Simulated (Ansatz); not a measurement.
This geometry of CH4BCl + H2 (9 atoms, charge 0, multiplicity 1) is a first-order saddle point.

All numbers below come from Ansatz, RKS PBE0-D4/def2-SVP.

```xyz
9
Properties=species:S:1:pos:R:3
B 0.007 -0.304 -0.053
Cl -0.182 -0.151 2.130
H 1.022 0.308 -0.264
C -1.392 -0.002 -0.693
H -2.210 -0.616 -0.288
H -1.660 1.059 -0.580
H -1.328 -0.204 -1.777
H 0.274 -1.552 0.064
H 0.112 -1.208 1.156
```

Problem. Which two structures does it join? (They come from a converged band through this point; their orientation in space is the band's.)

Solution. Bonds broken: B1–Cl2, H8–H9. Bonds formed: B1–H8, Cl2–H9. CH4BCl + H2 becomes CH5B + ClH.

First end point:

```xyz
9
Properties=species:S:1:pos:R:3
B -0.208 0.539 0.200
Cl -0.271 0.526 1.956
H 0.861 0.824 -0.283
C -1.456 0.215 -0.665
H -2.351 -0.075 -0.099
H -1.692 1.099 -1.285
H -1.205 -0.581 -1.388
H 0.528 -2.819 0.316
H 0.438 -2.399 0.944
```

Last end point:

```xyz
9
Properties=species:S:1:pos:R:3
B 0.002 -0.410 -0.413
Cl -0.070 -0.208 2.233
H 0.951 0.339 -0.493
C -1.434 0.075 -0.791
H -2.253 -0.549 -0.404
H -1.635 1.134 -0.571
H -1.465 -0.020 -1.897
H 0.237 -1.597 -0.297
H 0.310 -1.434 2.329
```

Problem. How far does it lie above each of them?

Solution. 23.9 kcal/mol above the first and 5.0 kcal/mol above the second. This is the barrier of this one path; another mechanism may lie lower. The orbitals stay closed-shell, which can raise the energy where a bond breaks towards radicals; this wasn't checked here.

The run took 3.9 min on 1 thread of Arm Neoverse V1, on a shared host, peak memory 0.14 GiB.
